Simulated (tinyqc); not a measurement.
Worked calculation: Hueckel theory of the pi electrons with the omega technique, for the molecule c1ccsc1 (SMILES; centres numbered as the heavy atoms are written). One step of it, computed by the program tinyqc.

Task: Omega technique, round 2. h_r = h_r(0) + omega q_r, omega = 0.6, with q_r = z_r - P_rr; 0.3 of the old diagonal is kept.

Hueckel matrix in units of beta (H = alpha + beta A), order 1C, 2C, 3C, 4S, 5C:
```
[[0.000000, 1.000000, 0.000000, 0.000000, 1.000000],
 [1.000000, 0.000000, 1.000000, 0.000000, 0.000000],
 [0.000000, 1.000000, 0.000000, 0.610000, 0.000000],
 [0.000000, 0.000000, 0.610000, 0.960000, 0.610000],
 [1.000000, 0.000000, 0.000000, 0.610000, 0.000000]]
```

charge and bond-order matrix P, order 1C, 2C, 3C, 4S, 5C:
```
[[1.081116, 0.534870, -0.083820, -0.220372, 0.807307],
 [0.534870, 1.081116, 0.807307, -0.220372, -0.083820],
 [-0.083820, 0.807307, 1.045348, 0.415184, -0.408405],
 [-0.220372, -0.220372, 0.415184, 1.747072, 0.415184],
 [0.807307, -0.083820, -0.408405, 0.415184, 1.045348]]
```

Centres:
```
centre  z_r, pi electrons of the neutral centre         h
1C                                            1  0.000000
2C                                            1  0.000000
3C                                            1  0.000000
4S                                            2  0.960000
5C                                            1  0.000000
```

Give: matrix after round 2.

Result:

matrix after round 2, order 1C, 2C, 3C, 4S, 5C:
```
[[-0.046, 1.000, 0.000, 0.000, 1.000],
 [1.000, -0.046, 1.000, 0.000, 0.000],
 [0.000, 1.000, -0.025, 0.610, 0.000],
 [0.000, 0.000, 0.610, 1.102, 0.610],
 [1.000, 0.000, 0.000, 0.610, -0.025]]
```
